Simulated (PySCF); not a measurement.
# S2 (triplet): changing the method

Starting from one script, swap the method and compare what comes out for S2 (triplet).

Program: PySCF 2.14.0. Level of theory: each script names its method and basis. These are calculated values, not measurements.

1 further run of the same task is left out (it didn't finish).

**1. The starting structure**

S2 (triplet): 2 atoms, charge 0, spin multiplicity 3.

Bond lengths: S1–S2 1.773 Å.

**2. The run that the others are compared with**

File input.py:

```python
from pyscf import gto, scf, cc

mol = gto.M(
    atom='S 0 0 0; S 0 0 1.773',
    basis='cc-pcvdz',
    charge=0,
    spin=2,
    verbose=4,
)
mf = scf.UHF(mol)
mf.kernel()
mycc = cc.CCSD(mf, frozen=10)
mycc.kernel()
mf.dip_moment()
print('orbital energies (hartree):', [e[max(0, n-3):n+3].round(4) for e, n in zip(mf.mo_energy, mol.nelec)])
```

Run with:

```
$ python input.py
```

**3. MP2**

Run 1 changes step after the SCF: ccsd → mp2.

Changes to input.py since step 2:

```diff
@@ -1,2 +1,2 @@
-from pyscf import gto, scf, cc
+from pyscf import gto, scf, mp
 
@@ -11,4 +11,3 @@
 mf.kernel()
-mycc = cc.CCSD(mf, frozen=10)
-mycc.kernel()
+mp.MP2(mf, frozen=10).kernel()
 mf.dip_moment()
```

**4. EOM-EA**

Run 2 changes step after the SCF: ccsd → eomea; frozen orbitals: 10 → none; number of roots: none → 5.

Changes to input.py since step 2:

```diff
@@ -11,4 +11,6 @@
 mf.kernel()
-mycc = cc.CCSD(mf, frozen=10)
+mycc = cc.CCSD(mf)
 mycc.kernel()
+e = mycc.eaccsd(nroots=5)[0]
+print('roots (eV) =', (e*27.211386).round(3))
 mf.dip_moment()
```

**5. Stability test**

Run 3 changes step after the SCF: ccsd → stability.

Changes to input.py since step 2:

```diff
@@ -1,2 +1,2 @@
-from pyscf import gto, scf, cc
+from pyscf import gto, scf
 
@@ -11,4 +11,3 @@
 mf.kernel()
-mycc = cc.CCSD(mf, frozen=10)
-mycc.kernel()
+mf.stability(internal=True, external=True)
 mf.dip_moment()
```

**6. RHF**

Run 4 changes SCF type: UHF → RHF.

File input.py:

```python
from pyscf import gto, scf, cc

mol = gto.M(
    atom='S 0 0 0; S 0 0 1.773',
    basis='cc-pcvdz',
    charge=0,
    spin=2,
    verbose=4,
)
mf = scf.RHF(mol)
mf.kernel()
mycc = cc.CCSD(mf, frozen=10)
mycc.kernel()
mf.dip_moment()
print('orbital energies (hartree):', mf.mo_energy[..., max(0, mol.nelec[1]-3):mol.nelec[0]+3].round(4))
```

**7. Scan (UKS)**

Run 5 changes functional: none (Hartree–Fock) → scan; SCF type: UHF → UKS; step after the SCF: ccsd → analyze.

File input.py:

```python
from pyscf import gto, dft

mol = gto.M(
    atom='S 0 0 0; S 0 0 1.773',
    basis='cc-pcvdz',
    charge=0,
    spin=2,
    verbose=4,
)
mf = dft.UKS(mol, xc='scan')
mf.kernel()
mf.analyze()
print('orbital energies (hartree):', [e[max(0, n-3):n+3].round(4) for e, n in zip(mf.mo_energy, mol.nelec)])
```

Before running it: what results should come out? Wanted: for each run, E(SCF); from base; gap, α spin; after the SCF.

**Answer**, as computed:

```tsv
run	E(SCF) (hartree)	from base (eV)	cycles	gap, α spin (eV)	after the SCF
base	-795.052188	0	9	14.97	CCSD correlation -7.002 eV, core frozen
MP2	-795.052188	0.0000	9	14.97	MP2 correlation -6.390 eV, core frozen
EOM-EA	-795.052188	0.0000	9	14.97	CCSD correlation -18.480 eV, first root -0.12 eV
stability test	-795.052188	0.0000	9	14.97	stable
RHF	-795.041144	+0.3005	8	n/a	CCSD correlation -7.285 eV, core frozen
scan (UKS)	-796.431140	not comparable	8	6.30	n/a
```

In words: On the same reference and core, CCSD gains 7.00 eV in 3.6 s; MP2 reaches 91 % of that in 1.5 s. A lower total energy from another functional means nothing by itself. The dearest run is “EOM-EA”, at 29 s against 3.6 s.
